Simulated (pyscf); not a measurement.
Multi-bond step: GeH₄ + H₂C=CH₂ -> GeH₂ [singlet] + H₂C=CH₂ + H₂

Gas phase, singlet surface, charge 0. Bonds broken: Ge1–H2, Ge1–H3, C6–H8. Bonds formed: H2–C6, H3–H8. Single points on ωB97X-D3(BJ)/def2-SVP structures (PySCF, gas phase).

Transition state (Å):

```xyz
11

Ge     1.4656    -1.4729    -0.1132
H      1.2208     0.6169     0.2767
H      0.6747    -1.1596     1.3340
H      0.1794    -1.3305    -1.0201
H      1.6469    -3.0307    -0.2215
C      0.3882     1.1668     0.9108
C     -0.6584     1.7010     0.2183
H      0.2381    -0.0653     1.2114
H      0.7843     1.7141     1.7756
H     -1.0573     1.1914    -0.6659
H     -1.1454     2.6351     0.5189
```

One imaginary mode, 1360i cm⁻¹; descent along it reached the two sides named, in the forms told below.

```json
[
 {"bond": "Ge1–H2", "change": "breaks", "reactant side (Å)": "1.552", "saddle": "2.140", "product side": "3.5"},
 {"bond": "Ge1–H3", "change": "breaks", "reactant side (Å)": "1.537", "saddle": "1.679", "product side": "2.099"},
 {"bond": "C6–H8", "change": "breaks", "reactant side (Å)": "1.096", "saddle": "1.277", "product side": "3.0"},
 {"bond": "H2–C6", "change": "forms", "reactant side (Å)": "3.2", "saddle": "1.182", "product side": "1.096"},
 {"bond": "H3–H8", "change": "forms", "reactant side (Å)": "4.0", "saddle": "1.185", "product side": "0.785"}
]
```

Electronic energies relative to the separated reactants (kJ/mol):

```json
[
 {"level": "ωB97X-D3(BJ)/def2-TZVP", "barrier": "354.7", "reaction energy": "+197.5", "reverse barrier": "157.3"},
 {"level": "PBE/def2-TZVP", "barrier": "260.4", "reaction energy": "+183.3", "reverse barrier": "77.1"},
 {"level": "r²SCAN/def2-TZVP", "barrier": "285.0", "reaction energy": "+201.1", "reverse barrier": "83.9"},
 {"level": "B3LYP-D3(BJ)/def2-TZVP", "barrier": "300.6", "reaction energy": "+175.6", "reverse barrier": "125.0"},
 {"level": "PBE0-D3(BJ)/def2-TZVP", "barrier": "298.1", "reaction energy": "+198.0", "reverse barrier": "100.1"},
 {"level": "M06-2X/def2-TZVP", "barrier": "336.7", "reaction energy": "+177.0", "reverse barrier": "159.7"},
 {"level": "ωB97M-D3(BJ)/def2-TZVP", "barrier": "343.7", "reaction energy": "+180.5", "reverse barrier": "163.2"},
 {"level": "HF/def2-TZVP", "barrier": "461.7", "reaction energy": "+183.8", "reverse barrier": "278.0"}
]
```

With ωB97M-D3(BJ)/def2-TZVP energies and thermal terms (ideal gas, 1 atm, RRHO with modes under 100 cm⁻¹ raised to 100, one conformer, R ln 2 for chiral ones without a mode under 150 cm⁻¹), in kJ/mol:

```csv
T (K),ΔH‡,ΔG‡,ΔH,ΔG
298,332.5,368.3,+165.1,+125.2
600,334.8,403.9,+168.5,+83.1
900,338.7,437.7,+168.4,+40.3
1200,342.9,470.1,+166.3,-2.1
```

On the product side the descent ends in a bound adduct, 36.7 kJ/mol under the separated species and 193.9 kJ/mol under the saddle at ωB97X-D3(BJ)/def2-TZVP. The same reactants have a lower exit, to GeH₂ [singlet] + H₃C–CH₃ (barrier +213.8 kJ/mol at ωB97M-D3(BJ)/def2-TZVP, against +343.7 kJ/mol here). One saddle was located; it need not be the lowest between these sides. A restricted solution here is unstable towards spin polarisation, so biradical character is likely and single-reference numbers are less safe. Elements up to Kr have no core potential and no relativistic terms here.
